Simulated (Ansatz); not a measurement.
**CH4O (singlet): from Hartree-Fock to the top rungs, cc-pVDZ**

Aim: climb from Hartree-Fock through coupled cluster for CH4O (singlet) at one geometry and basis, and see what each rung misses.

Program: Ansatz 0.2.0, Gaussian basis. Level of theory: cc-pVDZ, core rule «outside noble gas», up to 2 orbitals frozen. These are calculated values, not measurements.

Plan: UHF; CCSD(T) on RHF; BCCD(T) on RHF; CISD; CCSDT(Q) on RHF; CCSDTQ on RHF.

27 further runs of the same task are left out: 13 for a known fault of the program, 1 that didn't finish, 13 set aside as unsound or not needed.

## (1) What is computed

The geometry is an MP2(full)/6-31G* stationary point (not a proven minimum).

6 atoms, charge 0, spin multiplicity 1.

Atoms are counted from 1 here; the program's logs count them from 0.

Bond lengths: C1–O2 1.423 Å, C1–H3 1.090 Å, C1–H5 1.097 Å, C1–H6 1.097 Å, O2–H4 0.970 Å. Angles: O2–C1–H3 106.3°, O2–C1–H5 112.3°, O2–C1–H6 112.3°, H3–C1–H5 108.5°, H3–C1–H6 108.5°, H5–C1–H6 108.8°, C1–O2–H4 107.4°.

## (2) UHF

Contents of in.yaml:

```yaml
crystal:
  periodic: [false, false, false]
  atoms:
    - {symbol: C, position_ang: [-0.026687, 0.728617, 0.000000]}
    - {symbol: O, position_ang: [-0.026687, -0.694323, 0.000000]}
    - {symbol: H, position_ang: [-1.072551, 1.034013, 0.000000]}
    - {symbol: H, position_ang: [0.898978, -0.984230, 0.000000]}
    - {symbol: H, position_ang: [0.457589, 1.144604, 0.891772]}
    - {symbol: H, position_ang: [0.457589, 1.144604, -0.891772]}
basis:
  gaussian: {orbitals: cc-pVDZ}
magnetization: {spin_polarized: true, initial_magnetization: 0}
hamiltonian: {xc: hf}
output: {orbitals: {seedname: orbitals}}
```

Run with:

```bash
> ansatz run in.yaml --threads 1 --pin off --events-out ev --progress --plain --max-ram 3020MiB --backend cpu
```

The runs that follow: CCSD(T) on RHF; BCCD(T) on RHF; CISD; CCSDT(Q) on RHF; CCSDTQ on RHF.

**Question.** What will the summary of the whole plan be? Wanted: RCCSDTQ below the RHF energy; RMP2 from RCCSDTQ; RCCSD from RCCSDTQ; RCCSD(T) from RCCSDTQ; RCCSDT(Q) from RCCSDTQ; T1 diagnostic.

The runs gave:

| quantity | value |
| --- | --- |
| RCCSDTQ below the RHF energy | -10.1453 eV |
| RMP2 from RCCSDTQ | +21.20 kcal/mol |
| RCCSD from RCCSDTQ | +5.59 kcal/mol |
| RCCSD(T) from RCCSDTQ | +0.70 kcal/mol |
| RCCSDT(Q) from RCCSDTQ | -0.03 kcal/mol |
| levels within 1 kcal/mol (43 meV) | RCCSD(T), BCCD(T), RCCSDT, RCCSDT(Q) |
| T1 diagnostic | 0.008 |

In words: RCCSD(T) lands +0.70 kcal/mol from the yardstick (0.3 % of the correlation energy). These misses are within one basis, not against nature.
